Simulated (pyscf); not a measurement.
Single points on ωB97X-D3(BJ)/def2-SVP structures (PySCF, gas phase).

Estimate by transition-state theory the rate constant of F–SiH(F)–O–SiH₃ + H atom (H•) → F–Si•(F)–O–SiH₃ + hydrogen (H₂) (doublet surface; H–Si broken, H–H formed) at 1200 K, with ωB97M-D3(BJ)/def2-TZVP energies (ideal gas, 1 atm, RRHO with modes under 100 cm⁻¹ raised to 100, one conformer, R ln 2 for chiral ones without a mode under 150 cm⁻¹; no tunnelling).

The electronic barrier is 8.3 kcal/mol and the thermal terms add +24.2, so ΔG‡ = 32.5 kcal/mol. With k_BT/h = 2.50e+13 s⁻¹ and RT = 2.385 kcal/mol, and a volume of 1.64e-19 cm³ per molecule at 1 atm, k = 5.0e-12 cm³ molecule⁻¹ s⁻¹. Wigner's tunnelling factor for 1257i cm⁻¹ would be 1.09. A shift of 1 kcal/mol in the barrier changes k by a factor 1.5. One saddle was located; it need not be the lowest between these sides. The angle at the transferred H is 179°.
